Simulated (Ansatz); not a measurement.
Reaction (formal loss of a carbene): `CC#N` → `C#N` + `[CH2]` (triplet)

Isolated molecules relaxed with PBE0-D4/def2-TZVP in Ansatz; ΔE leaves out vibrations. CCSD(T)/CBS is frozen-core, at the limit of the def2 triple- and quadruple-zeta sets. Triplets are unrestricted, without spin–orbit coupling.

```json
{"species": "`CC#N`", "MP2/CBS(def2) energy (Eh)": "-132.55542"}
{"species": "`C#N`", "MP2/CBS(def2) energy (Eh)": "-93.29871"}
{"species": "`[CH2]` (triplet)", "MP2/CBS(def2) energy (Eh)": "-39.07245"}
```

(1) Work out ΔE.

Largest T1 diagnostic among the species: 0.014.

## Answers

(1) ΔE = (-93.29871) + (-39.07245) − (-132.55542) = 0.18426 Eh = +483.8 kJ/mol. CCSD(T)/CBS gives +468.7 kJ/mol.

Leaving LDA and LC-ωPBE aside and taking each functional with its dispersion term where it has one, the values, not all of them listed here, spread over 32.8 kJ/mol, from r2SCAN0-D4 to ωB97X-V. LDA lies +73.7 kJ/mol from PBE without D4. The D4 term adds +5.7 kJ/mol with B3LYP and +3.0 kJ/mol with PBE0; it sums over pairs of atoms, weighted by their polarisabilities, and B3LYP, whose exchange is more repulsive, gets the larger term.

B3LYP here is the variant with VWN-RPA as its local correlation; programs differ in this.
